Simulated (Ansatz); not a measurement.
**CHCl3 (singlet): wave-function methods side by side, 6-31G**

One table from this session's results is given with a row withheld; the runs are named, their logs left out.

Method: 6-31G, core rule «outside noble gas», up to 16 orbitals frozen; program: Ansatz 0.2.0, Gaussian basis.

Plan: UHF; CCSD(T) on RHF; BCCD(T) on RHF; CISD; CCSDT(Q) on RHF; CASSCF and MRCISD+Q, 8 electrons in 8 orbitals; CASSCF and NEVPT4(SD), 8 electrons in 8 orbitals; CASSCF and NEVPT2, 8 electrons in 8 orbitals.

18 further runs of the same task are left out: 1 that didn't finish, 17 set aside as unsound or not needed.

**What is computed**

The geometry is an MP2(full)/6-31G* stationary point (not a proven minimum).

5 atoms, charge 0, spin multiplicity 1.

Atoms are counted from 1 here; the program's logs count them from 0.

Bond lengths: C1–H2 1.086 Å, C1–Cl3 1.765 Å, C1–Cl4 1.765 Å, C1–Cl5 1.765 Å. Angles: H2–C1–Cl3 107.6°, H2–C1–Cl4 107.6°, H2–C1–Cl5 107.6°, Cl3–C1–Cl4 111.2°, Cl3–C1–Cl5 111.2°, Cl4–C1–Cl5 111.2°.

The first run:

The input, in.yaml:

```yaml
crystal:
  periodic: [false, false, false]
  atoms:
    - {symbol: C, position_ang: [0.000000, 0.000000, 0.467457]}
    - {symbol: H, position_ang: [0.000000, 0.000000, 1.553364]}
    - {symbol: Cl, position_ang: [0.000000, 1.681723, -0.067509]}
    - {symbol: Cl, position_ang: [1.456415, -0.840862, -0.067509]}
    - {symbol: Cl, position_ang: [-1.456415, -0.840862, -0.067509]}
basis:
  gaussian: {orbitals: 6-31G}
magnetization: {spin_polarized: true, initial_magnetization: 0}
hamiltonian: {xc: hf}
output: {orbitals: {seedname: orbitals}}
```

Command:

```
> ansatz run in.yaml --threads 1 --pin off --events-out ev --progress --plain --max-ram 2560MiB --backend cpu
```

Among the steps run: UHF; CCSD(T) on RHF; BCCD(T) on RHF; CISD; CCSDT(Q) on RHF; CASSCF and MRCISD+Q, 8 electrons in 8 orbitals; CASSCF and NEVPT4(SD), 8 electrons in 8 orbitals; CASSCF and NEVPT2, 8 electrons in 8 orbitals.

One of the session's tables, all rows but one given; the rest of the session is left out.

```
             method  from RCCSDT(Q) (kJ/mol)
                RHF                   +665.8
               RMP2                    +82.7
               CISD                    +77.3
              RCCSD                        ?
           RCCSD(T)                     +2.2
            BCCD(T)                     +2.0
             RCCSDT                     +0.6
          RCCSDT(Q)                        0
    CASSCF frontier                   +399.7
    NEVPT2 frontier                    +62.0
NEVPT4(SD) frontier                    +12.5
    MRCISD frontier                    +31.8
  MRCISD+Q frontier                     +6.7
```

Estimate the missing values for RCCSD.

The run gave: from RCCSDT(Q) (kJ/mol): +18.6. In the column «from RCCSDT(Q) (kJ/mol)» it lies between NEVPT4(SD) frontier (+12.5) and MRCISD frontier (+31.8).

With the free atoms at the same levels and basis (separate runs), the atomisation energy is 10.668 eV at RCCSDT(Q), 10.653 eV at RCCSD(T), 7.311 eV at RHF.
